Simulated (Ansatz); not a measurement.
Scan of H2Si, singlet: symmetric bend, bond length relaxed. Scanned: H-Si-H angle. Other coordinates (Si-H bond length) were minimised at B3LYP/def2-TZVP.

Levels of theory: RKS-PBE/cc-pVDZ = restricted PBE/cc-pVDZ run with Ansatz (a first-principles code); RKS-CAM-B3LYP/cc-pVDZ = restricted CAM-B3LYP/cc-pVDZ in Ansatz; FCI/cc-pVDZ = full CI/cc-pVDZ, frozen core (Ansatz).

Energies relative to the lowest point of each profile, in kcal/mol; the last columns give the error against full CI:

```
a / °   RKS-PBE/cc-pVDZ  RKS-CAM-B3LYP/cc-pVDZ  FCI/cc-pVDZ  RKS-PBE/cc-pVDZ − FCI/cc-pVDZ  RKS-CAM-B3LYP/cc-pVDZ − FCI/cc-pVDZ
------  ---------------  ---------------------  -----------  -----------------------------  -----------------------------------
180                67.3                   71.1         66.5                            0.8                                  4.6
171.07             64.7                   68.2         64.2                            0.5                                  4.0
158.21             53.2                   55.5         52.7                            0.5                                  2.8
152.31             46.0                   47.8         45.4                            0.5                                  2.4
141.67             32.9                   34.0         32.4                            0.5                                  1.6
129.94             20.2                   20.6         19.6                            0.5                                  1.0
119.23             11.0                   11.0         10.4                            0.6                                  0.6
109.47              4.9                    4.7          4.4                            0.5                                  0.4
97.60               0.7                    0.5          0.4                            0.3                                  0.1
92.09               0.0                    0.0          0.0                            0.0                                  0.0
78.18               2.1                    2.9          3.2                           -1.0                                 -0.3
69.96               6.0                    7.5          7.9                           -1.9                                 -0.4
60                 13.4                   16.1         16.3                           -3.0                                 -0.3
```

RKS-PBE/cc-pVDZ is furthest from FCI/cc-pVDZ at 60 (-3.0 kcal/mol, below); its mean absolute error over the points is 0.8 kcal/mol.

RKS-CAM-B3LYP/cc-pVDZ is furthest from FCI/cc-pVDZ at 180 (4.6 kcal/mol, above); its mean absolute error over the points is 1.4 kcal/mol.
